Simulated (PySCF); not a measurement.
Species: C₄H₄O.
Cartesian coordinates in Å at the GFN2-xTB level; atoms count from 1:
```xyz
9
C4H4O angstrom
C      1.8884    0.1167    0.0904
C      0.6610   -0.2715    0.0568
C     -0.6026   -0.6130    0.0165
C     -1.6751    0.3738   -0.1260
O     -1.5381    1.5667   -0.2151
H      2.4791    0.2079   -0.8065
H      2.3805    0.3636    1.0170
H     -0.8967   -1.6509    0.0886
H     -2.6829   -0.0874   -0.1469
```

PySCF, density fitting, gas phase, GFN2-xTB geometry. The standard run uses grid level 2 after a coarse-grid start, the def2-universal JK fitting basis (with tight functions added where the orbital basis needs them), an energy threshold of 1e-9 Eh and DIIS. The changed runs have no coarse-grid stage.

Q: Standard PBE0/pcSseg-1: E = -229.681943 Eh, HOMO -7.450 eV, LUMO -1.807 eV, dipole 2.860 D, 14 cycles (coarse-grid cycles included). What changes at PBE0/pcSseg-1 with: damping 0.2 at the start, DIIS from the seventh cycle?

A: E = -229.681943 Eh (0.000 mEh), HOMO -7.450 eV (0.000), LUMO -1.807 eV (0.000), dipole 2.860 D (0.000), 21 SCF cycles. The result matches the standard run within 0.02 mEh and 0.003 eV; such settings steer the iterations and don't enter the energy expression.

The cycles:
```
cycle   1  E = -229.5592329857  dE =  8.109e-01  |g| = 7.700e-01  |ddm| = 2.949e+00
cycle   2  E = -229.4014790262  dE =  1.578e-01  |g| = 1.199e+00  |ddm| = 2.066e+00
cycle   3  E = -229.2281680127  dE =  1.733e-01  |g| = 1.591e+00  |ddm| = 2.468e+00
cycle   4  E = -228.5088099596  dE =  7.194e-01  |g| = 2.322e+00  |ddm| = 4.743e+00
cycle   5  E = -228.2196850531  dE =  2.891e-01  |g| = 2.832e+00  |ddm| = 5.302e+00
cycle   6  E = -218.4922650558  dE =  9.727e+00  |g| = 4.501e+00  |ddm| = 8.498e+00
cycle   7  E = -169.1150929133  dE =  4.938e+01  |g| = 1.473e+01  |ddm| = 2.143e+01
cycle   8  E = -205.2814636283  dE = -3.617e+01  |g| = 8.812e+00  |ddm| = 1.658e+01
cycle   9  E = -224.3256374477  dE = -1.904e+01  |g| = 5.085e+00  |ddm| = 1.479e+01
cycle  10  E = -227.1169313596  dE = -2.791e+00  |g| = 3.322e+00  |ddm| = 2.554e+00
cycle  11  E = -229.0034760355  dE = -1.887e+00  |g| = 1.704e+00  |ddm| = 2.234e+00
cycle  12  E = -229.5224782930  dE = -5.190e-01  |g| = 7.668e-01  |ddm| = 1.751e+00
cycle  13  E = -229.6679510003  dE = -1.455e-01  |g| = 2.422e-01  |ddm| = 7.392e-01
cycle  14  E = -229.6790325459  dE = -1.108e-02  |g| = 1.045e-01  |ddm| = 1.945e-01
cycle  15  E = -229.6814403163  dE = -2.408e-03  |g| = 4.486e-02  |ddm| = 1.358e-01
cycle  16  E = -229.6819017882  dE = -4.615e-04  |g| = 1.351e-02  |ddm| = 4.099e-02
cycle  17  E = -229.6819406382  dE = -3.885e-05  |g| = 3.538e-03  |ddm| = 1.619e-02
cycle  18  E = -229.6819431186  dE = -2.480e-06  |g| = 9.710e-04  |ddm| = 5.013e-03
cycle  19  E = -229.6819433865  dE = -2.680e-07  |g| = 1.731e-04  |ddm| = 1.732e-03
cycle  20  E = -229.6819433956  dE = -9.072e-09  |g| = 2.428e-05  |ddm| = 2.087e-04
cycle  21  E = -229.6819433958  dE = -1.664e-10  |g| = 7.934e-06  |ddm| = 3.352e-05
```
